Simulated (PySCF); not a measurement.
3-buten-2-ol, C4H8O.
Geometry (GFN2-xTB, Å), atoms numbered from 1 in this order:
```
atom  x, y, z in Å
C1     1.8293   -0.7597    0.3909
C2     0.7009   -0.6612   -0.2858
C3    -0.2045    0.5441   -0.2851
C4    -1.6407    0.1164    0.0479
O5     0.2348    1.5718    0.5712
H6     2.4351   -1.6490    0.3614
H7     2.2059    0.0554    0.9876
H8     0.3462   -1.4786   -0.8986
H9    -0.1895    0.9929   -1.2870
H10   -2.0121   -0.5812   -0.6972
H11   -2.2886    0.9891    0.0669
H12   -1.6726   -0.3650    1.0244
H13    0.2514    1.2255    1.4712
```

Theory: PySCF 2.14.0, density-fitted response routines, TDDFT PBE0/def2-SVPD, vertical, gas phase, core orbitals frozen in the response.

Ground-to-excited transition dipoles (e·a0, same axes as the geometry; the sign carries no meaning), for the states with f of 0.002 or more among the lowest 6:

```tsv
state	E (hartree)	μx	μy	μz
S1	0.2518	0.532	-0.131	0.099
S2	0.2590	-0.427	0.023	0.335
S3	0.2704	0.485	-0.067	0.147
S4	0.2781	-0.923	0.270	-0.586
S5	0.2857	0.483	-0.179	0.126
S6	0.2985	0.220	-0.163	0.170
```

(1) What oscillator strength does each state have?

(2) Which bond between heavy atoms lies closest to the direction of the S4 transition dipole?

(3) What angle do the transition dipoles of S1 and S2 make?

(4) What peak molar absorption coefficient would the strongest computed level give as a lone Gaussian band 0.3 eV wide at half height?

Answers

(1) f = (2/3) ΔE |μ|² with ΔE in hartree (27.2114 eV).

```csv
state,|μ|² (au),|μ| (D),f
S1,0.310,1.41,0.052
S2,0.295,1.38,0.051
S3,0.262,1.30,0.047
S4,1.267,2.86,0.235
S5,0.281,1.35,0.054
S6,0.104,0.82,0.021
```

(2) C1–C2, at 10° from it; next C2–C3 at 47°.

(3) |cos θ| = |μa·μb| / (|μa| |μb|) = 0.65, so θ ≈ 49° (taken between 0 and 90°, since the signs are arbitrary).

(4) ε(max) = 2.175×10⁸ f / FWHM, with the width in cm⁻¹. S4: 2.175×10⁸ × 0.2349 / 2420 ≈ 21000 L mol⁻¹ cm⁻¹.

One conformer stands for the species.
